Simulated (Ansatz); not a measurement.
Geometry optimisation, RKS PBE0-D4/6-31G* in Ansatz 0.2.0.

Input file:

```yaml
crystal:
  periodic: [false, false, false]
  atoms:
    - { symbol: "N", position_ang: [-1.211, 0.5917, -0.9563] }
    - { symbol: Si, position_ang: [0.3312, 0.6268, -0.158] }
    - { symbol: Al, position_ang: [0.4444, -1.2339, 1.2685] }
    - { symbol: H, position_ang: [-1.2251, -0.2111, -1.5652] }
    - { symbol: H, position_ang: [-1.2595, 1.4459, -1.637] }
    - { symbol: H, position_ang: [0.4913, 1.8802, 0.6246] }
    - { symbol: H, position_ang: [1.4268, 0.5532, -1.164] }
    - { symbol: H, position_ang: [1.6549, -2.3146, 1.0504] }
    - { symbol: H, position_ang: [-0.5646, -1.3845, 2.5199] }
basis:
  gaussian: { orbitals: "6-31G*" }
hamiltonian:
  xc: pbe0
  dispersion: d4
relax:
  f_tol: 0.02
  max_steps: 50
```

Command:

```bash
$ ansatz run input.yaml --threads 1 --pin off --max-ram 2048MiB --backend cpu --events-out ev --progress --plain --runs-dir out
```

Problem. Where does it end, and by what steps?

Solution. The forces met the threshold. After 20 steps the energy has fallen by 0.378 eV; H9 moved furthest, 1.54 Å.

| step | energy less start (eV) | largest force component (eV/Å) | accepted |
| --- | --- | --- | --- |
| 0 | 0.0000 | 2.609 | yes |
| 1 | -0.2556 | 0.874 | yes |
| 2 | -0.2953 | 0.333 | yes |
| 3 | -0.3051 | 0.282 | yes |
| 4 | -0.3151 | 0.099 | yes |
| 5 | -0.3153 | 0.195 | yes |
| 6 | -0.3165 | 0.088 | yes |
| 7 | -0.3209 | 0.071 | yes |
| 8 | -0.3231 | 0.303 | yes |
| 9 | -0.3281 | 0.181 | yes |
| 10 | -0.3411 | 0.054 | yes |
| 11 | -0.3483 | 0.185 | yes |
| 12 | -0.3533 | 0.204 | yes |
| 13 | -0.3604 | 0.179 | yes |
| 14 | -0.3668 | 0.201 | yes |
| 15 | -0.3716 | 0.163 | yes |
| 16 | -0.3753 | 0.125 | yes |
| 17 | -0.3774 | 0.056 | yes |
| 18 | -0.3781 | 0.033 | yes |
| 19 | -0.3784 | 0.024 | yes |
| 20 | -0.3785 | 0.014 | yes |

```xyz
9
Properties=species:S:1:pos:R:3
N -1.189 0.846 -0.801
Si 0.473 0.532 -0.370
Al 0.512 -1.286 1.279
H -1.776 0.053 -1.020
H -1.391 1.610 -1.435
H 1.022 1.799 0.203
H 1.400 0.209 -1.515
H 1.716 -1.456 2.317
H -0.679 -2.355 1.326
```

Time of the run: 52 s on 1 thread of Arm Neoverse V2, with other jobs on the host, peak memory 0.13 GiB.
